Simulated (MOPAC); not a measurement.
MOPAC input (MNDO):

```
MNDO PRECISE GNORM=0.05 LET XYZ CHARGE=-1 GEO-OK AUX(PRECISION=9) THREADS=1
C2H6N

C    -0.01250278 1   -0.16829834 1    1.14391076 1
N     0.06210633 1    0.65089648 1    0.00291556 1
C    -0.01858037 1   -0.15746407 1   -1.14536995 1
H     0.80260144 1   -0.95701479 1    1.22954715 1
H     0.04682900 1    0.42338074 1    2.07234418 1
H    -0.96149308 1   -0.78871542 1    1.23502697 1
H     0.79603786 1   -0.94531417 1   -1.24279419 1
H     0.03583597 1    0.44297756 1   -2.06846351 1
H    -0.96805666 1   -0.77701480 1   -1.23731438 1
```

Question: What heat of formation does the run end on?

Answer: 8.50 kcal/mol.
